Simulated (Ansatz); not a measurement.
Results of G0W0@PBE (Ansatz, an electronic-structure program, hard PAW, contour deformation) for rock-salt NaI.

The same calculation (at the measured cell, 33.899 Å³/atom) with different numerical settings; throughout: k mesh 2×2×2:

```csv
run,response cutoff (eV),empty bands,quasiparticle gap on the mesh (eV),quasiparticle gap at Γ (eV),rough time
1,100,283,5.304,5.304,20 core-s
2,150,520,5.350,5.350,60 core-s
3,200,800,5.366,5.366,100 core-s
4,250,1118,5.372,5.372,4 core-min
5,300,1470,5.376,5.376,5 core-min
```

In the column quasiparticle gap on the mesh (eV) the first row differs from the last by -0.072 and the next to last by -0.004.

The last row is no converged limit: other settings stay fixed.

Spin–orbit coupling is not included.
